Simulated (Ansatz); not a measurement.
# SiNHO (triplet): B2PLYP, RPA-PBE over vertical spin and charge gaps, cc-pVDZ

Aim: run SiNHO (triplet) with these functionals over vertical spin and charge gaps, and hold them against the top wave-function level at the same points.

Method: cc-pVDZ, all electrons in the functionals, frozen cores in the correlation of double hybrids and RPA; program: Ansatz 0.2.0, Gaussian basis.

The runs, in order: B2PLYP, RPA-PBE, at charge 0, triplet; charge 0, singlet; charge 0, quintet; charge 1, doublet; charge 1, quartet.

6 further runs of the same task are left out: 6 set aside as unsound or not needed.

## 1. What is computed

The geometry is a PBE0/def2-TZVP stationary point (not a proven minimum).

4 atoms, charge 0, spin multiplicity 3.

Atoms are counted from 1 here; the program's logs count them from 0.

Bond lengths: O1–N2 1.272 Å, N2–Si3 1.774 Å, N2–H4 1.026 Å. Angles: O1–N2–Si3 124.5°, O1–N2–H4 113.3°, Si3–N2–H4 122.2°.

Geometry (Å):

```
O     0.00000   -0.33747    1.53017
N     0.00000    0.44742    0.52903
Si    0.00000   -0.08256   -1.16393
H     0.00000    1.43971    0.79136
```

No dispersion term is added.

The geometry shown and the zero of energy belong to the point charge 0, triplet. The yardstick, UCCSDT(Q), and other wave-function levels (R restricted, U unrestricted, valence and pair active spaces) come from earlier runs.

## 2. B2PLYP, charge 0, triplet

in.yaml

```yaml
crystal:
  periodic: [false, false, false]
  atoms:
    - {symbol: O, position_ang: [0.000000, -0.337465, 1.530169]}
    - {symbol: N, position_ang: [0.000000, 0.447419, 0.529033]}
    - {symbol: Si, position_ang: [0.000000, -0.082561, -1.163926]}
    - {symbol: H, position_ang: [0.000000, 1.439714, 0.791361]}
basis:
  gaussian: {orbitals: cc-pVDZ}
magnetization: {spin_polarized: true, initial_magnetization: 2}
hamiltonian: {xc: {name: B2PLYP}}
correlation: {electrons: outside_noble_gas}
```

Run with:

```
$ ansatz run in.yaml --threads 1 --pin off --events-out ev --progress --plain --max-ram 4096MiB --backend cpu
```

Output:

```text
Functional definition: B2PLYP
  name "B2PLYP"
  cite "Grimme, J. Chem. Phys. 124, 034108 (2006) doi:10.1063/1.2148954"
  cite "Becke, Phys. Rev. A 38, 3098 (1988) doi:10.1103/PhysRevA.38.3098"
  cite "Lee, Yang & Parr, Phys. Rev. B 37, 785 (1988) doi:10.1103/PhysRevB.37.785"
  parameter a = 0.53
  parameter c = 0.27
  exchange = (1 - a)*b88_x + a*exact_x
  correlation = (1 - c)*lyp_c + c*(mp2_os + mp2_ss)
494 factors; integrals over basis functions are off by at most 1.4e-3 eV
mean field evaluation 1: about -11414.8886 eV, gradient 2.0e1 eV
mean field evaluation 2: about -11414.9438 eV, gradient 2.0e1 eV
mean field evaluation 4: about -11416.8933 eV, gradient 2.3e0 eV
mean field evaluation 8: about -11416.9682 eV, gradient 7.1e-1 eV
mean field evaluation 16: about -11416.9825 eV, gradient 1.1e-3 eV
mean field evaluation 32: about -11416.2335 eV, gradient 5.2e0 eV
mean field -11416.98250482 eV, -419.5663683433 hartree, gradient 2.4e-6 eV, S^2 2.018590; 4 other end points of the search recorded, 0 dependent functions left out
7 core orbitals not correlated: weight in the atoms' cores, before any rotation towards them, 1.000 or more for the frozen orbitals, at most 0.000 for the correlated occupied ones
reference -11416.98261698 eV, -419.5663724653 hartree; 9, 7 occupied and 35, 37 virtual orbitals, 494 factors
second order -13.11024755 eV of doubles, -0.00000000 eV of singles
Total energy: -11420.52238382 eV, -419.6964564973 hartree
```

Wall time 2.3 s (1 thread of AMD EPYC 7R13, shared host).

From the report: ⟨S²⟩ of the determinant 2.019 (pure triplet: 2.00).

## 3. B2PLYP, charge 0, singlet

Edit in.yaml of step 2 so:

```diff
@@ -9,3 +9,3 @@
   gaussian: {orbitals: cc-pVDZ}
-magnetization: {spin_polarized: true, initial_magnetization: 2}
+magnetization: {spin_polarized: true, initial_magnetization: 0}
 hamiltonian: {xc: {name: B2PLYP}}
```

Same command.

Output (excerpt; [...] marks lines left out):

```text
Functional definition: B2PLYP
  name "B2PLYP"
  cite "Grimme, J. Chem. Phys. 124, 034108 (2006) doi:10.1063/1.2148954"
  cite "Becke, Phys. Rev. A 38, 3098 (1988) doi:10.1103/PhysRevA.38.3098"
  cite "Lee, Yang & Parr, Phys. Rev. B 37, 785 (1988) doi:10.1103/PhysRevB.37.785"
[...]
494 factors; integrals over basis functions are off by at most 1.4e-3 eV
[...]
mean field -11416.91980888 eV, -419.5640643103 hartree, gradient 3.8e-6 eV, S^2 1.013494; 11 other end points of the search recorded, 0 dependent functions left out
7 core orbitals not correlated: weight in the atoms' cores, before any rotation towards them, 1.000 or more for the frozen orbitals, at most 0.000 for the correlated occupied ones
reference -11416.91992072 eV, -419.5640684203 hartree; 8, 8 occupied and 36, 36 virtual orbitals, 494 factors
second order -13.05834479 eV of doubles, -0.00000000 eV of singles
Total energy: -11420.44567382 eV, -419.6936374567 hartree
```

Run time: 10 s. Hardware: 1 thread of AMD EPYC 7R13, shared host.

From the report: ⟨S²⟩ of the determinant 1.013 (pure singlet: 0.00). The determinant is far from a pure spin state, so its energy mixes those of several spin states (harmless only where they are near-degenerate, as at dissociation).

From charge 0, triplet: +0.077 eV.

## 4. B2PLYP, charge 0, quintet

Edit in.yaml of step 3 so:

```diff
@@ -9,3 +9,3 @@
   gaussian: {orbitals: cc-pVDZ}
-magnetization: {spin_polarized: true, initial_magnetization: 0}
+magnetization: {spin_polarized: true, initial_magnetization: 4}
 hamiltonian: {xc: {name: B2PLYP}}
```

Same command.

Output (excerpt; [...] marks lines left out):

```text
Functional definition: B2PLYP
  name "B2PLYP"
  cite "Grimme, J. Chem. Phys. 124, 034108 (2006) doi:10.1063/1.2148954"
  cite "Becke, Phys. Rev. A 38, 3098 (1988) doi:10.1103/PhysRevA.38.3098"
  cite "Lee, Yang & Parr, Phys. Rev. B 37, 785 (1988) doi:10.1103/PhysRevB.37.785"
[...]
495 factors; integrals over basis functions are off by at most 1.4e-3 eV
[...]
mean field -11413.92793283 eV, -419.4541148934 hartree, gradient 4.8e-6 eV, S^2 6.012214; 2 other end points of the search recorded, 0 dependent functions left out
7 core orbitals not correlated: weight in the atoms' cores, before any rotation towards them, 1.000 or more for the frozen orbitals, at most 0.000 for the correlated occupied ones
reference -11413.92803847 eV, -419.4541187755 hartree; 10, 6 occupied and 34, 38 virtual orbitals, 495 factors
second order -13.03706156 eV of doubles, -0.00000000 eV of singles
Total energy: -11417.44804509 eV, -419.5834766329 hartree
```

It took 2.2 s on 1 thread of AMD EPYC 7R13, shared host.

From the report: ⟨S²⟩ of the determinant 6.012 (pure quintet: 6.00).

From charge 0, triplet: +3.074 eV.

## 5. B2PLYP, charge 1, doublet

Edit in.yaml of step 4 so:

```diff
@@ -9,3 +9,4 @@
   gaussian: {orbitals: cc-pVDZ}
-magnetization: {spin_polarized: true, initial_magnetization: 4}
+total_charge: 1
+magnetization: {spin_polarized: true, initial_magnetization: 1}
 hamiltonian: {xc: {name: B2PLYP}}
```

The command is unchanged.

Output (excerpt; [...] marks lines left out):

```text
Functional definition: B2PLYP
  name "B2PLYP"
  cite "Grimme, J. Chem. Phys. 124, 034108 (2006) doi:10.1063/1.2148954"
  cite "Becke, Phys. Rev. A 38, 3098 (1988) doi:10.1103/PhysRevA.38.3098"
  cite "Lee, Yang & Parr, Phys. Rev. B 37, 785 (1988) doi:10.1103/PhysRevB.37.785"
[...]
494 factors; integrals over basis functions are off by at most 1.4e-3 eV
[...]
mean field -11409.41867982 eV, -419.2884029018 hartree, gradient 5.7e-6 eV, S^2 0.774547; 6 other end points of the search recorded, 0 dependent functions left out
7 core orbitals not correlated: weight in the atoms' cores, before any rotation towards them, 1.000 or more for the frozen orbitals, at most 0.000 for the correlated occupied ones
reference -11409.41878893 eV, -419.2884069114 hartree; 8, 7 occupied and 36, 37 virtual orbitals, 494 factors
second order -13.01639188 eV of doubles, -0.00000000 eV of singles
Total energy: -11412.93321474 eV, -419.4175596777 hartree
```

Wall time 5.5 s (1 thread of AMD EPYC 7R13, shared host).

From the report: ⟨S²⟩ of the determinant 0.775 (pure doublet: 0.75).

From charge 0, triplet: +7.589 eV.

## 6. B2PLYP, charge 1, quartet

Edit in.yaml of step 5 so:

```diff
@@ -10,3 +10,3 @@
 total_charge: 1
-magnetization: {spin_polarized: true, initial_magnetization: 1}
+magnetization: {spin_polarized: true, initial_magnetization: 3}
 hamiltonian: {xc: {name: B2PLYP}}
```

Launched as before.

Output (excerpt; [...] marks lines left out):

```text
Functional definition: B2PLYP
  name "B2PLYP"
  cite "Grimme, J. Chem. Phys. 124, 034108 (2006) doi:10.1063/1.2148954"
  cite "Becke, Phys. Rev. A 38, 3098 (1988) doi:10.1103/PhysRevA.38.3098"
  cite "Lee, Yang & Parr, Phys. Rev. B 37, 785 (1988) doi:10.1103/PhysRevB.37.785"
[...]
494 factors; integrals over basis functions are off by at most 1.4e-3 eV
[...]
mean field -11407.51305042 eV, -419.2183723128 hartree, gradient 2.5e-6 eV, S^2 3.769088; 6 other end points of the search recorded, 0 dependent functions left out
7 core orbitals not correlated: weight in the atoms' cores, before any rotation towards them, 1.000 or more for the frozen orbitals, at most 0.000 for the correlated occupied ones
reference -11407.51316223 eV, -419.2183764217 hartree; 9, 6 occupied and 35, 38 virtual orbitals, 494 factors
second order -12.54712441 eV of doubles, -0.00000000 eV of singles
Total energy: -11410.90088582 eV, -419.3428729674 hartree
```

It took 3.9 s on 1 thread of AMD EPYC 7R13, shared host.

From the report: ⟨S²⟩ of the determinant 3.769 (pure quartet: 3.75).

From charge 0, triplet: +9.621 eV.

## 7. RPA-PBE, charge 0, triplet

Edit in.yaml of step 6 so:

```diff
@@ -9,5 +9,4 @@
   gaussian: {orbitals: cc-pVDZ}
-total_charge: 1
-magnetization: {spin_polarized: true, initial_magnetization: 3}
-hamiltonian: {xc: {name: B2PLYP}}
-correlation: {electrons: outside_noble_gas}
+magnetization: {spin_polarized: true, initial_magnetization: 2}
+hamiltonian: {xc: {name: PBE}}
+correlation: {method: rpa, electrons: outside_noble_gas}
```

Same command.

Output (excerpt; [...] marks lines left out):

```text
Functional definition: PBE
  name "PBE"
  cite "Perdew, Burke & Ernzerhof, Phys. Rev. Lett. 77, 3865 (1996) doi:10.1103/PhysRevLett.77.3865"
  parent pbe
[...]
494 factors; integrals over basis functions are off by at most 1.4e-3 eV
[...]
mean field -11419.50945758 eV, -419.6592321444 hartree, gradient 3.5e-6 eV, S^2 2.008085; 9 other end points of the search recorded, 0 dependent functions left out
7 core orbitals not correlated: weight in the atoms' cores, before any rotation towards them, 1.000 or more for the frozen orbitals, at most 0.000 for the correlated occupied ones
reference -11392.85032347 eV, -418.6795270362 hartree; 9, 7 occupied and 35, 37 virtual orbitals, 494 factors
Total energy: -11410.36462613 eV, -419.3231657872 hartree
```

It took 6.5 s on 1 thread of AMD EPYC 7R13, shared host.

From the report: ⟨S²⟩ of the determinant 2.008 (pure triplet: 2.00).

## 8. RPA-PBE, charge 0, singlet

Edit in.yaml of step 7 so:

```diff
@@ -9,3 +9,3 @@
   gaussian: {orbitals: cc-pVDZ}
-magnetization: {spin_polarized: true, initial_magnetization: 2}
+magnetization: {spin_polarized: true, initial_magnetization: 0}
 hamiltonian: {xc: {name: PBE}}
```

The command is unchanged.

Output (excerpt; [...] marks lines left out):

```text
Functional definition: PBE
  name "PBE"
  cite "Perdew, Burke & Ernzerhof, Phys. Rev. Lett. 77, 3865 (1996) doi:10.1103/PhysRevLett.77.3865"
  parent pbe
[...]
494 factors; integrals over basis functions are off by at most 1.4e-3 eV
[...]
mean field -11419.72966079 eV, -419.6673244632 hartree, gradient 1.7e-6 eV, S^2 0.344006; 16 other end points of the search recorded, 0 dependent functions left out
7 core orbitals not correlated: weight in the atoms' cores, before any rotation towards them, 1.000 or more for the frozen orbitals, at most 0.000 for the correlated occupied ones
reference -11391.40467574 eV, -418.6264004620 hartree; 8, 8 occupied and 36, 36 virtual orbitals, 494 factors
Total energy: -11410.49507371 eV, -419.3279596473 hartree
```

It took 11 s on 1 thread of AMD EPYC 7R13, shared host.

From the report: ⟨S²⟩ of the determinant 0.344 (pure singlet: 0.00).

From charge 0, triplet: -0.130 eV.

## 9. RPA-PBE, charge 0, quintet

Edit in.yaml of step 8 so:

```diff
@@ -9,3 +9,3 @@
   gaussian: {orbitals: cc-pVDZ}
-magnetization: {spin_polarized: true, initial_magnetization: 0}
+magnetization: {spin_polarized: true, initial_magnetization: 4}
 hamiltonian: {xc: {name: PBE}}
```

The command is unchanged.

Output (excerpt; [...] marks lines left out):

```text
Functional definition: PBE
  name "PBE"
  cite "Perdew, Burke & Ernzerhof, Phys. Rev. Lett. 77, 3865 (1996) doi:10.1103/PhysRevLett.77.3865"
  parent pbe
[...]
495 factors; integrals over basis functions are off by at most 1.4e-3 eV
[...]
mean field -11416.74525414 eV, -419.5576495417 hartree, gradient 8.9e-6 eV, S^2 6.003111; 2 other end points of the search recorded, 0 dependent functions left out
7 core orbitals not correlated: weight in the atoms' cores, before any rotation towards them, 1.000 or more for the frozen orbitals, at most 0.000 for the correlated occupied ones
reference -11390.11045076 eV, -418.5788385711 hartree; 10, 6 occupied and 34, 38 virtual orbitals, 495 factors
Total energy: -11407.47718865 eV, -419.2170544173 hartree
```

Wall time 3 s (1 thread of AMD EPYC 7R13, shared host).

From the report: ⟨S²⟩ of the determinant 6.003 (pure quintet: 6.00).

From charge 0, triplet: +2.887 eV.

## 10. RPA-PBE, charge 1, doublet

Edit in.yaml of step 9 so:

```diff
@@ -9,3 +9,4 @@
   gaussian: {orbitals: cc-pVDZ}
-magnetization: {spin_polarized: true, initial_magnetization: 4}
+total_charge: 1
+magnetization: {spin_polarized: true, initial_magnetization: 1}
 hamiltonian: {xc: {name: PBE}}
```

Same command.

Output (excerpt; [...] marks lines left out):

```text
Functional definition: PBE
  name "PBE"
  cite "Perdew, Burke & Ernzerhof, Phys. Rev. Lett. 77, 3865 (1996) doi:10.1103/PhysRevLett.77.3865"
  parent pbe
[...]
494 factors; integrals over basis functions are off by at most 1.4e-3 eV
[...]
mean field -11411.83558457 eV, -419.3772225129 hartree, gradient 4.9e-6 eV, S^2 0.756641; 12 other end points of the search recorded, 0 dependent functions left out
7 core orbitals not correlated: weight in the atoms' cores, before any rotation towards them, 1.000 or more for the frozen orbitals, at most 0.000 for the correlated occupied ones
reference -11385.30943878 eV, -418.4024046351 hartree; 8, 7 occupied and 36, 37 virtual orbitals, 494 factors
Total energy: -11402.84388985 eV, -419.0467838269 hartree
```

Run time: 9 s. Hardware: 1 thread of AMD EPYC 7R13, shared host.

From the report: ⟨S²⟩ of the determinant 0.757 (pure doublet: 0.75).

From charge 0, triplet: +7.521 eV.

## 11. RPA-PBE, charge 1, quartet

Edit in.yaml of step 10 so:

```diff
@@ -10,3 +10,3 @@
 total_charge: 1
-magnetization: {spin_polarized: true, initial_magnetization: 1}
+magnetization: {spin_polarized: true, initial_magnetization: 3}
 hamiltonian: {xc: {name: PBE}}
```

The command is unchanged.

Output (excerpt; [...] marks lines left out):

```text
Functional definition: PBE
  name "PBE"
  cite "Perdew, Burke & Ernzerhof, Phys. Rev. Lett. 77, 3865 (1996) doi:10.1103/PhysRevLett.77.3865"
  parent pbe
[...]
494 factors; integrals over basis functions are off by at most 1.4e-3 eV
[...]
mean field -11410.06365402 eV, -419.3121052663 hartree, gradient 1.4e-6 eV, S^2 3.754261; 6 other end points of the search recorded, 0 dependent functions left out
7 core orbitals not correlated: weight in the atoms' cores, before any rotation towards them, 1.000 or more for the frozen orbitals, at most 0.000 for the correlated occupied ones
reference -11383.42737466 eV, -418.3332400546 hartree; 9, 6 occupied and 35, 38 virtual orbitals, 494 factors
Total energy: -11400.93714902 eV, -418.9767123938 hartree
```

Run time: 4 s. Hardware: 1 thread of AMD EPYC 7R13, shared host.

From the report: ⟨S²⟩ of the determinant 3.754 (pure quartet: 3.75).

From charge 0, triplet: +9.427 eV.

## 12. Against the wave-function levels

The yardstick is UCCSDT(Q), where the cluster series has nearly closed. It comes from earlier runs at the same points. Energies in eV, counted from charge 0, triplet; blanks weren't run or aren't comparable.

```tsv
level	triplet to singlet	triplet to quintet	ionisation to the doublet cation	ionisation to the quartet cation
UCCSDT(Q)			7.428	
B2PLYP	0.077	3.074	7.589	9.621
RPA-PBE	-0.130	2.887	7.521	9.427
```

Largest miss and mean time a point (UCCSDT(Q) took 21 s a point; shared hosts):

```tsv
level	largest miss (eV)	where	time a point
B2PLYP	+0.161	ionisation to the doublet cation	4.9 s
RPA-PBE	+0.093	ionisation to the doublet cation	6.7 s
```

## 13. Summary of results

| quantity | value |
| --- | --- |
| ionisation to the doublet cation, UCCSDT(Q) | 7.428 eV |
| largest miss, B2PLYP | +0.161 eV (ionisation to the doublet cation) |
| largest miss, RPA-PBE | +0.093 eV (ionisation to the doublet cation) |

Misses are known at 1 of 4 points at best, and only functionals with that many are ranked. Of the functionals, RPA-PBE keep the smallest largest miss at the points compared (at most 0.093 eV) and B2PLYP strays most (0.161 eV, at ionisation to the doublet cation). B2PLYP, RPA-PBE clearly break the spin symmetry at some points (⟨S²⟩ up to 1.01 above the pure value), so energy there is bought with a mixed spin. Functionals and the yardstick converge differently with the basis, so part of each miss in cc-pVDZ is the basis.
